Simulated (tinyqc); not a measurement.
Worked calculation: MP2 on RHF in the sto-6g basis, frozen core, for HF, spin multiplicity 1. Computed by tinyqc, a small Python program that keeps every step (integrals from PySCF). Settings: charge = 0, multiplicity = 1, basis = sto-6g, method = RHF, frozen orbitals = 1, energy threshold = 1e-10, iteration cap = 66, orthogonalisation = symmetric, start = core, DIIS depth = 6. Command: `OMP_NUM_THREADS=1 python tinyqc.py 29688 29689 out.jsonl` (the two numbers bound the seeds that draw the settings). One thread of a shared host (Intel(R) Xeon(R) Processor @ 2.60GHz), about 0.1 s of CPU time with the checks. The early iterations of the SCF are left out here.

## One-electron integrals

Geometry (angstrom):
```
atom         x         y         z
F     0.000000  0.000000  0.000000
H     0.000000  0.000000  1.187000
```

Basis sto-6g: exponents (1/bohr^2) and contraction coefficients of normalised primitives:
```
element  l (shell)     exponent  coefficient
F            s (1)  1728.626574     0.009164
F            s (1)   316.941790     0.049361
F            s (1)    88.668891     0.168538
F            s (1)    30.460157     0.370563
F            s (1)    11.828570     0.416492
F            s (1)     4.871659     0.130334
F            s (2)    67.032281    -0.013253
F            s (2)    13.267438    -0.046992
F            s (2)     4.123510    -0.033785
F            s (2)     1.586463     0.250242
F            s (2)     0.689002     0.595117
F            s (2)     0.315820     0.240706
F            p (3)    67.032281     0.003760
F            p (3)    13.267438     0.037679
F            p (3)     4.123510     0.173897
F            p (3)     1.586463     0.418036
F            p (3)     0.689002     0.425860
F            p (3)     0.315820     0.101708
H            s (1)    35.523221     0.009164
H            s (1)     6.513144     0.049361
H            s (1)     1.822143     0.168538
H            s (1)     0.625955     0.370563
H            s (1)     0.243077     0.416492
H            s (1)     0.100112     0.130334
```

Overlap, kinetic and nuclear-attraction integrals over the contracted functions; the nuclear repulsion is the sum of Za Zb / Rab.

nuclear repulsion = 4.01229562 hartree

overlap S, order 1F 1s, 1F 2s, 1F 2px, 1F 2py, 1F 2pz, 2H 1s:
$$\begin{pmatrix}
1.000000 & 0.232479 & 0.000000 & 0.000000 & 0.000000 & 0.027120 \\
0.232479 & 1.000000 & 0.000000 & 0.000000 & 0.000000 & 0.293374 \\
0.000000 & 0.000000 & 1.000000 & 0.000000 & 0.000000 & 0.000000 \\
0.000000 & 0.000000 & 0.000000 & 1.000000 & 0.000000 & 0.000000 \\
0.000000 & 0.000000 & 0.000000 & 0.000000 & 1.000000 & 0.250367 \\
0.027120 & 0.293374 & 0.000000 & 0.000000 & 0.250367 & 1.000000
\end{pmatrix}$$

kinetic energy T (hartree), order 1F 1s, 1F 2s, 1F 2px, 1F 2py, 1F 2pz, 2H 1s:
$$\begin{pmatrix}
37.397730 & -1.143349 & 0.000000 & 0.000000 & 0.000000 & -0.005544 \\
-1.143349 & 1.082297 & 0.000000 & 0.000000 & 0.000000 & 0.027177 \\
0.000000 & 0.000000 & 3.251325 & 0.000000 & 0.000000 & 0.000000 \\
0.000000 & 0.000000 & 0.000000 & 3.251325 & 0.000000 & 0.000000 \\
0.000000 & 0.000000 & 0.000000 & 0.000000 & 3.251325 & 0.105724 \\
-0.005544 & 0.027177 & 0.000000 & 0.000000 & 0.105724 & 0.768522
\end{pmatrix}$$

nuclear attraction V (hartree), order 1F 1s, 1F 2s, 1F 2px, 1F 2py, 1F 2pz, 2H 1s:
$$\begin{pmatrix}
-78.268262 & -7.969352 & 0.000000 & 0.000000 & -0.009505 & -1.064264 \\
-7.969352 & -11.920743 & 0.000000 & 0.000000 & -0.111614 & -2.510595 \\
0.000000 & 0.000000 & -11.900324 & 0.000000 & 0.000000 & 0.000000 \\
0.000000 & 0.000000 & 0.000000 & -11.900324 & 0.000000 & 0.000000 \\
-0.009505 & -0.111614 & 0.000000 & 0.000000 & -11.960062 & -1.863353 \\
-1.064264 & -2.510595 & 0.000000 & 0.000000 & -1.863353 & -5.193622
\end{pmatrix}$$

core Hamiltonian H = T + V (hartree), order 1F 1s, 1F 2s, 1F 2px, 1F 2py, 1F 2pz, 2H 1s:
$$\begin{pmatrix}
-40.870533 & -9.112701 & 0.000000 & 0.000000 & -0.009505 & -1.069808 \\
-9.112701 & -10.838446 & 0.000000 & 0.000000 & -0.111614 & -2.483419 \\
0.000000 & 0.000000 & -8.648999 & 0.000000 & 0.000000 & 0.000000 \\
0.000000 & 0.000000 & 0.000000 & -8.648999 & 0.000000 & 0.000000 \\
-0.009505 & -0.111614 & 0.000000 & 0.000000 & -8.708737 & -1.757629 \\
-1.069808 & -2.483419 & 0.000000 & 0.000000 & -1.757629 & -4.425100
\end{pmatrix}$$

## Two-electron integrals

Functions are numbered as in S; the eight-fold symmetry (ij|kl) = (ji|kl) = (kl|ij) leaves the list below.

Two-electron integrals (ij|kl) in chemists' order, unique and non-zero (hartree):
```
(11|11) 5.406240   (21|11) 0.768129   (21|21) 0.138909   (22|11) 1.266271
(22|21) 0.283987   (22|22) 0.926367   (31|31) 0.029452   (32|31) 0.044681
(32|32) 0.204753   (33|11) 1.266273   (33|21) 0.283987   (33|22) 0.926366
(33|33) 0.998085   (41|41) 0.029452   (42|41) 0.044681   (42|42) 0.204753
(43|43) 0.053789   (44|11) 1.266273   (44|21) 0.283987   (44|22) 0.926366
(44|33) 0.890506   (44|44) 0.998085   (51|51) 0.029452   (52|51) 0.044681
(52|52) 0.204753   (53|53) 0.053789   (54|54) 0.053789   (55|11) 1.266273
(55|21) 0.283987   (55|22) 0.926366   (55|33) 0.890506   (55|44) 0.890506
(55|55) 0.998085   (61|11) 0.095325   (61|21) 0.016535   (61|22) 0.033104
(61|33) 0.033048   (61|44) 0.033048   (61|51) 0.000720   (61|52) 0.001413
(61|55) 0.033215   (61|61) 0.002001   (62|11) 0.255078   (62|21) 0.058132
(62|22) 0.213274   (62|33) 0.210208   (62|44) 0.210208   (62|51) 0.004229
(62|52) 0.032629   (62|55) 0.219404   (62|61) 0.006931   (62|62) 0.062383
(63|31) 0.006272   (63|32) 0.036538   (63|53) 0.006733   (63|63) 0.008871
(64|41) 0.006272   (64|42) 0.036538   (64|54) 0.006733   (64|64) 0.008871
(65|11) 0.180173   (65|21) 0.041618   (65|22) 0.163153   (65|33) 0.156441
(65|44) 0.156441   (65|51) 0.008850   (65|52) 0.059602   (65|55) 0.176578
(65|61) 0.005163   (65|62) 0.058571   (65|65) 0.063318   (66|11) 0.439141
(66|21) 0.101946   (66|22) 0.431039   (66|33) 0.417635   (66|44) 0.417635
(66|51) 0.008615   (66|52) 0.094146   (66|55) 0.457845   (66|61) 0.012220
(66|62) 0.168747   (66|65) 0.183390   (66|66) 0.774999
```

## Orthogonalisation

S = U s U^T; symmetric (Loewdin) form X = U s^(-1/2) U^T, so that X^T S X = 1.

eigenvalues of S: [0.581212, 0.852990, 1.000000, 1.000000, 1.124772, 1.441026]

X, order 1F 1s, 1F 2s, 1F 2px, 1F 2py, 1F 2pz, 2H 1s:
$$\begin{pmatrix}
1.021600 & -0.124373 & 0.000000 & 0.000000 & -0.003349 & 0.014433 \\
-0.124373 & 1.059110 & 0.000000 & 0.000000 & 0.031702 & -0.165413 \\
0.000000 & 0.000000 & 1.000000 & 0.000000 & 0.000000 & 0.000000 \\
0.000000 & 0.000000 & 0.000000 & 1.000000 & 0.000000 & 0.000000 \\
-0.003349 & 0.031702 & 0.000000 & 0.000000 & 1.026446 & -0.138511 \\
0.014433 & -0.165413 & 0.000000 & 0.000000 & -0.138511 & 1.063230
\end{pmatrix}$$

## Iteration 7 (converged): orbitals

converged F (hartree), order 1F 1s, 1F 2s, 1F 2px, 1F 2py, 1F 2pz, 2H 1s:
$$\begin{pmatrix}
-26.256940 & -6.371418 & 0.000000 & 0.000000 & -0.015842 & -0.750908 \\
-6.371418 & -2.890728 & 0.000000 & 0.000000 & -0.032358 & -0.703866 \\
0.000000 & 0.000000 & -0.471625 & 0.000000 & 0.000000 & 0.000000 \\
0.000000 & 0.000000 & 0.000000 & -0.471625 & 0.000000 & 0.000000 \\
-0.015842 & -0.032358 & 0.000000 & 0.000000 & -0.244573 & -0.452061 \\
-0.750908 & -0.703866 & 0.000000 & 0.000000 & -0.452061 & -0.327554
\end{pmatrix}$$

Diagonalise F' = X^T F X, C = X C', fill 5 alpha and 5 beta electrons from the bottom; D = 2 C_occ C_occ^T. Each column has its largest component positive (the first on a tie).

F' = X^T F X (hartree):
$$\begin{pmatrix}
-25.848680 & -3.172309 & 0.000000 & 0.000000 & -0.031819 & -0.080490 \\
-3.172309 & -1.760976 & 0.000000 & 0.000000 & 0.063411 & -0.347962 \\
0.000000 & 0.000000 & -0.471625 & 0.000000 & 0.000000 & 0.000000 \\
0.000000 & 0.000000 & 0.000000 & -0.471625 & 0.000000 & 0.000000 \\
-0.031819 & 0.063411 & 0.000000 & 0.000000 & -0.133780 & -0.439318 \\
-0.080490 & -0.347962 & 0.000000 & 0.000000 & -0.439318 & -0.072855
\end{pmatrix}$$

orbital energies (hartree): MO1 -26.260079, MO2 -1.433934, MO3 -0.509114, MO4 -0.471625, MO5 -0.471625, MO6 0.386836

coefficients C, order 1F 1s, 1F 2s, 1F 2px, 1F 2py, 1F 2pz, 2H 1s:
$$\begin{pmatrix}
0.997208 & -0.244163 & 0.050292 & 0.000000 & 0.000000 & 0.052788 \\
0.011973 & 0.991969 & -0.277976 & 0.000000 & 0.000000 & -0.322696 \\
0.000000 & 0.000000 & 0.000000 & 0.026362 & 0.999652 & 0.000000 \\
0.000000 & 0.000000 & 0.000000 & 0.999652 & -0.026362 & 0.000000 \\
0.001093 & 0.031514 & 0.688759 & 0.000000 & 0.000000 & -0.773569 \\
-0.002001 & 0.099420 & 0.586583 & 0.000000 & 0.000000 & 0.907328
\end{pmatrix}$$

D after iteration 7, order 1F 1s, 1F 2s, 1F 2px, 1F 2py, 1F 2pz, 2H 1s:
$$\begin{pmatrix}
2.113137 & -0.488485 & 0.000000 & 0.000000 & 0.056069 & 0.006462 \\
-0.488485 & 2.122833 & 0.000000 & 0.000000 & -0.320368 & -0.128916 \\
0.000000 & 0.000000 & 2.000000 & 0.000000 & 0.000000 & 0.000000 \\
0.000000 & 0.000000 & 0.000000 & 2.000000 & 0.000000 & 0.000000 \\
0.056069 & -0.320368 & 0.000000 & 0.000000 & 0.950767 & 0.814291 \\
0.006462 & -0.128916 & 0.000000 & 0.000000 & 0.814291 & 0.707937
\end{pmatrix}$$

Within a degenerate level the vectors are fixed only up to a rotation; this is one choice.

## Convergence

Stop when the energy changes by less than 1e-10 hartree and every element of the error matrix X^T (F D S - S D F) X is below 3e-06.

Course of the cycle:
```
iteration   E (hartree)     change  largest element of the error matrix
1          -98.82455916          -                             5.01e-01
2          -99.45132929  -6.27e-01                             8.62e-02
3          -99.45617182  -4.84e-03                             1.71e-02
4          -99.45636320  -1.91e-04                             4.43e-04
5          -99.45636331  -1.07e-07                             4.06e-05
6          -99.45636331  -1.37e-09                             2.03e-07
7          -99.45636331  -5.68e-14                             2.89e-09
```

PySCF RHF in the same basis = -99.45636331 hartree

Converged in 7 iterations.

## Integrals over molecular orbitals

(pq|rs) = sum C_ip C_jq C_kr C_ls (ij|kl), one index at a time.

one-electron integrals over orbitals h = C^T H C (hartree):
$$\begin{pmatrix}
-40.857429 & 0.730266 & -0.145088 & 0.000000 & 0.000000 & -0.159994 \\
0.730266 & -9.195480 & 0.515224 & 0.000000 & 0.000000 & 0.859942 \\
-0.145088 & 0.515224 & -6.971375 & 0.000000 & 0.000000 & 2.200247 \\
0.000000 & 0.000000 & 0.000000 & -8.648999 & 0.000000 & 0.000000 \\
0.000000 & 0.000000 & 0.000000 & 0.000000 & -8.648999 & 0.000000 \\
-0.159994 & 0.859942 & 2.200247 & 0.000000 & 0.000000 & -6.022278
\end{pmatrix}$$

Two-electron integrals over orbitals (pq|rs), unique and non-zero (hartree); the lowest 1 orbital is frozen and left out:
```
(22|22) 0.873428    (32|22) -0.043810   (32|32) 0.139565    (33|22) 0.706210
(33|32) -0.019260   (33|33) 0.691895    (42|42) 0.188675    (43|42) -0.029905
(43|43) 0.037111    (44|22) 0.895322    (44|32) -0.068320   (44|33) 0.692797
(44|44) 0.998085    (52|52) 0.188675    (53|52) -0.029905   (53|53) 0.037111
(54|54) 0.053789    (55|22) 0.895322    (55|32) -0.068320   (55|33) 0.692797
(55|44) 0.890506    (55|55) 0.998085    (62|22) -0.093734   (62|32) -0.072781
(62|33) -0.024930   (62|44) -0.091899   (62|55) -0.091899   (62|62) 0.091429
(63|22) -0.227175   (63|32) 0.083194    (63|33) -0.099143   (63|44) -0.238005
(63|55) -0.238005   (63|62) 0.040306    (63|63) 0.222814    (64|42) -0.030541
(64|43) -0.021372   (64|64) 0.029126    (65|52) -0.030541   (65|53) -0.021372
(65|65) 0.029126    (66|22) 0.645634    (66|32) 0.050458    (66|33) 0.654245
(66|44) 0.627486    (66|55) 0.627486    (66|62) -0.056542   (66|63) -0.021662
(66|66) 0.684632
```

## Second-order Moller-Plesset energy

Hartree-Fock energy = -99.45636331 hartree

E2 = sum_ijab (ia|jb) [2 (ia|jb) - (ib|ja)] / (e_i + e_j - e_a - e_b) over occupied i, j and virtual a, b; the opposite-spin part is (ia|jb)^2 / denominator, the rest is same-spin, and SCS-MP2 scales them by 6/5 and 1/3.

Terms:
```
i  j  a  b   (ia|jb)   (ib|ja)  denominator       term
3  3  6  6  0.222814  0.222814    -1.791898  -0.027706
2  2  6  6  0.091429  0.091429    -3.641538  -0.002296
2  3  6  6  0.040306  0.040306    -2.716718  -0.000598
3  2  6  6  0.040306  0.040306    -2.716718  -0.000598
4  4  6  6  0.029126  0.029126    -1.716922  -0.000494
5  5  6  6  0.029126  0.029126    -1.716922  -0.000494
```

Pair energies (hartree; pair i-j sums ij and ji):
```
pair  opposite spin  same spin
2-2       -0.002296   0.000000
3-2       -0.001196   0.000000
3-3       -0.027706   0.000000
4-4       -0.000494   0.000000
5-5       -0.000494   0.000000
```

MP2 correlation energy = -0.03218567 hartree

SCS-MP2 correlation energy = -0.03862281 hartree

MP2 total energy = -99.48854898 hartree
